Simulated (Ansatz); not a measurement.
C3H6FN can be A, `C/C=N/CF`, or B, `C/C=C(\N)F`.

Isolated molecules relaxed with PBE0-D4/def2-TZVP in Ansatz; ΔE leaves out vibrations. CCSD(T)/CBS adds triple-zeta CCSD(T) − MP2 to the extrapolated MP2 energy (def2 sets, frozen cores). Double bonds are as drawn, so ΔE can hold a change between cis and trans. Functionals use def2-TZVPP. One conformer a species, not always the lowest.

A:

Z-matrix (Å, degrees):
```
C
C 1 1.485
H 1 1.095 2 110.2
H 1 1.094 2 110.2 3 -117.4
H 1 1.089 2 110.6 3 121.1
N 2 1.262 1 122.5 3 -119.4
H 2 1.103 1 116.4 3 60.5
C 6 1.426 2 117.4 1 178.2
F 8 1.373 6 109.2 2 131.8
H 8 1.101 6 113.4 2 12.0
H 8 1.095 6 109.0 2 -110.9
```

B:

```xyz
11

C     0.164   -0.341    1.420
C    -0.201   -0.852    0.067
C    -0.256   -0.108   -1.031
N    -0.110    1.252   -1.184
F    -0.556   -0.672   -2.211
H     0.801   -1.055    1.947
H     0.718    0.601    1.375
H    -0.714   -0.169    2.053
H    -0.472   -1.894   -0.045
H     0.384    1.516   -2.025
H     0.242    1.723   -0.366
```

Q: Which is lower in electronic energy at CCSD(T)/CBS, and by how much? (Estimate.)

A: The calculation gave: B, by 20.0 kJ/mol.

Q: Give E(B) − E(A) in kJ/mol with CCSD(T)/def2-SVP, BLYP-D4, CCSD(T)/def2-TZVPP, MP2/def2-TZVPP, B2PLYP, PBE0-D4, CCSD/def2-TZVPP. (Estimate.)

A: Ansatz gave: CCSD(T)/def2-SVP -11.3, BLYP-D4 -19.1, CCSD(T)/def2-TZVPP -16.0, MP2/def2-TZVPP -21.2, B2PLYP -18.6, PBE0-D4 -28.8, CCSD/def2-TZVPP -15.7. None reverses the order clearly.

Q: Does the order hold for the free energy at 298.15 K (harmonic terms from PBE0-D4)? (An estimate is asked.)

A: Computed: Yes: G(B) − G(A) = -19.3 kJ/mol, for one conformer each.

Largest T1 diagnostic: 0.012.

Leaving LDA and LC-ωPBE aside and taking each functional with its dispersion term where it has one, the values, not all of them listed here, spread over 11.5 kJ/mol, from r2SCAN0-D4 to B2PLYP. LDA lies −17.6 kJ/mol from PBE without D4. At CCSD(T), def2-SVP lies +8.7 kJ/mol from the extrapolated value and def2-TZVPP +4.0 kJ/mol.
